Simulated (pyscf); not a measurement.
Thermochemistry of product channels of Cl–In (SMILES [Cl][In]) [singlet] + H₂ (SMILES [H][H]) on the singlet surface, in kJ/mol, from ωB97M-D3(BJ)/def2-TZVP energies (ideal gas, 1 atm, RRHO with modes under 100 cm⁻¹ raised to 100, one conformer, R ln 2 for rigid chiral ones). PySCF, gas phase, ωB97X-D3(BJ)/def2-SVP geometries.

| products | ΔE | ΔH(298 K) | ΔG(298 K) | ΔG(600 K) |
|---|---|---|---|---|
| Cl–InH₂ (SMILES [Cl][InH2]) | +59.4 | +59.4 | +90.2 | +122.1 |
| InH (SMILES [InH]) [singlet] + HCl (SMILES Cl) | +184.8 | +182.6 | +177.8 | +173.7 |

These are energies of the channels, which say nothing of barriers. Elements past Kr carry the def2 core potentials, without spin-orbit coupling.
